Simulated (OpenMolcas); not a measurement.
# RI-MP2/def2-TZVP (Cholesky decomposition) run of HNO (nitroxyl), part 2 of 2

OpenMolcas 26.06. The steps go on from the part before.

## 3. The distorted shape, same level

Input file input.xyz:

```xyz
3

N     -0.297604     0.196001    -0.138434
O      0.746916     0.316811     0.442496
H     -0.492640    -0.715240    -0.351380
```

Input file job.input:

```
&GATEWAY
 BASLIB = $CurrDir
 COORD = input.xyz
 BASIS = def2-TZVP
 GROUP = NoSym

&SEWARD
 MEDIUM

&SCF
 PRORBITALS = 0

&MBPT2
 FROZEN = 2
```

The basis set def2-TZVP is read from a file made from the Basis Set Exchange's data (not shown).

Started as:

```
$ export MOLCAS_MEM=1860
$ pymolcas job.input > job.log
```

What it wrote:

```text
--- Start Module: gateway ---

                                              &GATEWAY

                       available to each process: 1.9 GB of memory, 1 thread

 Basis Set     1 Label: N.DEF2-TZVP
 Basis set is read from library:.
 basistype.tbl is not found

 Basis Set     2 Label: O.DEF2-TZVP
 Basis set is read from library:.
 basistype.tbl is not found

 Basis Set     3 Label: H.DEF2-TZVP
 Basis set is read from library:.
 basistype.tbl is not found

++    Symmetry information:
      ---------------------

                    Character Table for C1

                             E
                    a        1  x, y, xy, Rz, z, xz, Ry, yz, Rx, I
--

++    Basis set information:
      ----------------------

      Basis set label: N.DEF2-TZVP.........

      Electronic valence basis set:
      ------------------
      Associated Effective Charge   7.000000 au
      Associated Actual Charge      7.000000 au
      Nuclear Model: Point charge

      Shell  nPrim  nBasis  Cartesian Spherical Contaminant
         s      11       5        X
         p       6       3        X
         d       2       2                 X
         f       1       1                 X

      Basis set label: O.DEF2-TZVP.........

      Electronic valence basis set:
      ------------------
      Associated Effective Charge   8.000000 au
      Associated Actual Charge      8.000000 au
      Nuclear Model: Point charge

      Shell  nPrim  nBasis  Cartesian Spherical Contaminant
         s      11       5        X
         p       6       3        X
         d       2       2                 X
         f       1       1                 X

      Basis set label: H.DEF2-TZVP.........

      Electronic valence basis set:
      ------------------
      Associated Effective Charge   1.000000 au
      Associated Actual Charge      1.000000 au
      Nuclear Model: Point charge

      Shell  nPrim  nBasis  Cartesian Spherical Contaminant
         s       5       3        X
         p       1       1        X
--

++    Molecular structure info:
      -------------------------

                    ************************************************
                    **** Cartesian Coordinates / bohr, angstrom ****
                    ************************************************

     Center  Label                x              y              z                     x              y              z
        1      N1              -0.562390       0.370388      -0.261602             -0.297604       0.196001      -0.138434
        2      O2               1.411467       0.598686       0.836196              0.746916       0.316811       0.442496
        3      H3              -0.930955      -1.351608      -0.664012             -0.492640      -0.715240      -0.351380

                    ***************************************
                    *    InterNuclear Distances / bohr    *
                    ***************************************

               1 N1            2 O2            3 H3
    1 N1       0.000000
    2 O2       2.270108        0.000000
    3 H3       1.806390        3.397235        0.000000

                    *******************************************
                    *    InterNuclear Distances / angstrom    *
                    *******************************************

               1 N1            2 O2            3 H3
    1 N1       0.000000
    2 O2       1.201290        0.000000
    3 H3       0.955900        1.797740        0.000000

                    **************************************
                    *    Valence Bond Angles / degree    *
                    **************************************
                          Atom centers                 Phi
                      2 O2       1 N1       3 H3       112.40
--

            Nuclear Potential Energy             30.89841476 au

--- Stop Module: gateway /rc=_RC_ALL_IS_WELL_ ---

--- Start Module: seward ---

                                              &SEWARD

                       available to each process: 1.9 GB of memory, 1 thread

               SEWARD will generate:
                  Multipole Moment integrals up to order  2
                  Kinetic Energy integrals
                  Nuclear Attraction integrals (point charge)
                  One-Electron Hamiltonian integrals
                  Velocity integrals
                  Orbital angular momentum around (  0.4439   0.4322   0.2916 )
                  Velocity quadrupole around (  0.4439   0.4322   0.2916 )
                  Cholesky decomposed two-electron repulsion integrals
                   - CD Threshold:   1.00E-06

                   Integrals are discarded if absolute value <: 1.00E-40
                   Integral cutoff threshold is set to       <: 1.00E-40

            Nuclear Potential Energy             30.89841476 au

      Basis set specifications :
      Symmetry species         a
      Basis functions           68

--- Stop Module: seward /rc=_RC_ALL_IS_WELL_ ---

--- Start Module: scf ---

                                                &SCF

                       available to each process: 1.9 GB of memory, 1 thread

++    Input section:
      --------------

      Header of the integral files:

      Cartesian coordinates in angstrom:
      -----------------------------------------------------
      No.  Label        X            Y            Z
      -----------------------------------------------------
       1   N1        -0.29760400   0.19600100  -0.13843400
       2   O2         0.74691600   0.31681100   0.44249600
       3   H3        -0.49264000  -0.71524000  -0.35138000
      -----------------------------------------------------
      Nuclear repulsion energy =   30.89841476
--

++    Orbital specifications:
      -----------------------

      Symmetry species               1
                                     a
      Frozen orbitals                0
      Occupied orbitals              8
      Secondary orbitals            60
      Deleted orbitals               0
      Total number of orbitals      68
      Number of basis functions     68
--

      Molecular charge                           0.000

++    Optimization specifications:
      ----------------------------

      SCF Algorithm: LK-Cholesky
      LK screening threshold:                     4.50E-02
      Local-Exchange (LK) algorithm.
       - the density matrix is decomposed
      The actual AO density is used
      Number of density matrices in core                 5
      Maximum number of NDDO SCF iterations            400
      Maximum number of HF SCF iterations              400
      Threshold for SCF energy change             1.00E-09
      Threshold for density matrix                1.00E-04
      Threshold for Fock matrix                   1.50E-04
      Threshold for linear dependence             1.00E-09
      Threshold at which DIIS is turned on        1.50E-01
      Maximum depth in the DIIS procedure                5
      Maximum depth in the BFGS Hessian update          30
      Threshold at which QNR/C2DIIS is turned on  7.50E-02
      Threshold for Norm(delta) (QNR/C2DIIS)      1.00E-03
      All orbitals punched on: SCFORB
--

      Input vectors read from INPORB
      Orbital file label: *Guess orbitals

++ Convergence information
                                   SCF        iterations: Energy and convergence statistics

Iter     Tot. SCF        One-elec.       Two-elec.     Energy      Max Dij or  Max Fij      DNorm      TNorm      AccCon     Time
         Energy          Energy          Energy        Change      Delta Norm                                                in Sec.
   1  -129.565653137  -237.446747562    76.982679660   0.00E+00    1.85E-01*   1.15E-01*    3.78E+00   8.82E+01   None         0.
   2  -129.814930568  -239.202166286    78.488820954  -2.49E-01*   1.25E-01*   4.65E-02*    3.90E+00   8.92E+01   EDIIS        0.
   3  -129.830666592  -238.726750447    77.997669091  -1.57E-02*   2.56E-02*   2.19E-02*    3.92E+00   8.89E+01   c2DIIS       0.
   4  -129.837687085  -238.707169148    77.971067299  -7.02E-03*   2.23E-02*   1.09E-02*    3.93E+00   8.89E+01   QNRc2DIIS    0.
   5  -129.838073792  -238.818067507    78.081578951  -3.87E-04*   8.64E-03*   7.38E-03*    3.94E+00   8.90E+01   QNRc2DIIS    0.
   6  -129.838462562  -238.771834514    78.034957188  -3.89E-04*   2.78E-03*   8.15E-04*    3.95E+00   8.90E+01   QNRc2DIIS    0.
   7  -129.838475051  -238.762978871    78.026089056  -1.25E-05*   6.78E-04    2.06E-04*    3.95E+00   8.90E+01   QNRc2DIIS    0.
   8  -129.838475669  -238.767356888    78.030466454  -6.18E-07*   2.78E-04    8.43E-05     3.95E+00   8.90E+01   QNRc2DIIS    0.
   9  -129.838475802  -238.765751419    78.028860853  -1.33E-07*   8.86E-05    2.58E-05     3.95E+00   8.90E+01   QNRc2DIIS    0.
  10  -129.838475815  -238.765682765    78.028792186  -1.31E-08*   3.89E-05    8.87E-06     3.95E+00   8.90E+01   QNRc2DIIS    0.
  11  -129.838475817  -238.765728239    78.028837658  -1.84E-09*   4.35E-06    1.38E-06     3.95E+00   8.90E+01   QNRc2DIIS    0.
  12  -129.838475817  -238.765735235    78.028844654  -3.89E-11    1.56E-06    5.20E-07     3.95E+00   8.90E+01   QNRc2DIIS    0.

       Convergence after  12 Iterations
--

 *****************************************************************************************************************************
 *                                             SCF/KS-DFT Program, Final results                                             *
 *                                                       Final Results                                                       *
 *****************************************************************************************************************************

::    Total SCF energy                               -129.8384758169
      One-electron energy                            -238.7657352347
      Two-electron energy                              78.0288446538
      Nuclear repulsion energy                         30.8984147641
      Kinetic energy (interpolated)                   129.8082735055
      Virial theorem                                    1.0002326686
      Total spin, S(S+1)                                0.0000000000
      Total spin, S                                     0.0000000000
      Max non-diagonal density matrix element           0.0000014653
      Max non-diagonal Fock matrix element              0.0000003133

      No orbitals printed

++    Molecular charges:
      ------------------

      Mulliken charges per centre
      ---------------------------

                N1      O2      H3
      Total    6.9374  8.2623  0.8003

      N-E      0.0626 -0.2623  0.1997

      Total electronic charge=   16.000000

      Total            charge=   -0.000000
--

++    Molecular properties:
      ---------------------

      Charge (e):
                      =   -0.0000
      Dipole Moment (debye):
      Origin of the operator (angstrom)=    0.2349    0.2287    0.1543
                   X= -9.1717E-01               Y= -1.7614E+00               Z= -7.0470E-01           Total=  2.1072E+00
      Quadrupole Moment (debye*angstrom):
      Origin of the operator (angstrom)=    0.2349    0.2287    0.1543
                  XX= -1.1614E+01              XY=  1.5349E+00              XZ= -4.1875E-01              YY= -1.0500E+01
                  YZ=  8.3390E-01              ZZ= -1.0638E+01
      In traceless form (debye*angstrom)
                  XX= -1.0446E+00              XY=  2.3023E+00              XZ= -6.2813E-01              YY=  6.2635E-01
                  YZ=  1.2508E+00              ZZ=  4.1821E-01
--

--- Stop Module: scf /rc=_RC_ALL_IS_WELL_ ---
--- Module scf spent 1 second ---

--- Start Module: mbpt2 ---

                                               &MBPT2

                       available to each process: 1.9 GB of memory, 1 thread

WARNING!
Default frozen orbitals as non valence orbitals is overwritten by user input.
Default values:   2

      Cartesian coordinates in angstrom:
      -----------------------------------------------------
      No.  Label        X            Y            Z
      -----------------------------------------------------
       1   N1        -0.29760400   0.19600100  -0.13843400
       2   O2         0.74691600   0.31681100   0.44249600
       3   H3        -0.49264000  -0.71524000  -0.35138000
      -----------------------------------------------------
      Nuclear repulsion energy =   30.89841476

      Contents of RUNFILE file:
      -------------------------

      Symmetry species                           1
                                                 a
      Number of basis functions                 68
      Frozen occupied orbitals                   2
      Active occupied orbitals                   6
      Active external orbitals                  60
      Deleted external orbitals                  0

      Reference numbers of frozen occupied orbitals according to the original input sequence
      symmetry species 1                        1  2

      Energies of the active occupied orbitals

      symmetry species 1                    -1.533393     -1.023116     -0.757680     -0.667775     -0.596489
                                            -0.429001

      Energies of the active external orbitals

      symmetry species 1                     0.081409      0.142091      0.309915      0.442483      0.467680
                                             0.526433      0.548260      0.634755      0.647006      0.661141
                                             0.741330      0.907068      1.111009      1.235095      1.336809
                                             1.404274      1.659106      1.754389      1.800506      2.073480
                                             2.164763      2.177939      2.211015      2.276879      2.312514
                                             2.458907      2.524647      2.689530      2.937889      3.058668
                                             3.172837      3.223309      3.408713      4.137047      4.141330
                                             4.259253      4.388795      4.565091      4.584285      4.839468
                                             4.939557      5.050659      5.089888      5.216203      5.451479
                                             5.548664      5.557920      5.815513      5.932868      6.180598
                                             6.732584      6.734113      6.782404      6.904698      7.302772
                                             7.369090      7.491552      7.681836     32.942086     45.119944

      ********************************************************************************************************
      *                                               Results                                                *
      ********************************************************************************************************

       SCF energy                           =     -129.8384758169 a.u.
       Second-order correlation energy      =       -0.4266819899 a.u.
       ( Opposite-Spin contribution         =       -0.3202905174 )

       Total energy                         =     -130.2651578068 a.u.

       Reference weight ( Cref**2 )         =        0.89462

::    Total MBPT2 energy                             -130.2651578068

       Zeroth-order energy (E0)             =      -51.8096311631 a.u.

       Shanks-type energy S1(E)             =     -130.2675038435 a.u.

--- Stop Module: mbpt2 /rc=_RC_ALL_IS_WELL_ ---

.##################.
.# Happy landing! #.
.##################.

    Timing: Wall=2.23 User=1.92 System=0.25
```

Run time: 2.4 s. Hardware: 1 thread of Arm Neoverse V2, shared host; peak memory 0.093 GiB.

## 4. Outcome

What follows sums up all 2 parts.

At RI-MP2/def2-TZVP (Cholesky decomposition), 2 core orbitals frozen:

| quantity | value |
| --- | --- |
| first shape: total energy | -130.27259 Eh |
| first shape: dipole moment (mean-field density) | 2.04 D |
| first shape: HOMO energy (Hartree–Fock orbitals) | -11.52 eV |
| first shape: LUMO energy (Hartree–Fock orbitals) | 2.23 eV |
| first shape: HOMO–LUMO gap (Hartree–Fock orbitals) | 13.75 eV |
| first shape: correlation energy (2 core orbitals frozen) | -430.7 mEh |
| distorted shape: total energy | -130.26516 Eh |
| distorted shape: dipole moment (mean-field density) | 2.11 D |
| distorted shape: HOMO energy (Hartree–Fock orbitals) | -11.67 eV |
| distorted shape: LUMO energy (Hartree–Fock orbitals) | 2.22 eV |
| distorted shape: HOMO–LUMO gap (Hartree–Fock orbitals) | 13.89 eV |
| distorted shape: correlation energy (2 core orbitals frozen) | -426.7 mEh |
| energy change with the N1–H3 bond shortened from 1.062 to 0.956 Å | 0.202 eV |

With the N1–H3 bond shortened from 1.062 to 0.956 Å the energy rises by 0.20 eV (4.7 kcal/mol). The first shape isn't relaxed at this level, so the change isn't measured from a minimum.
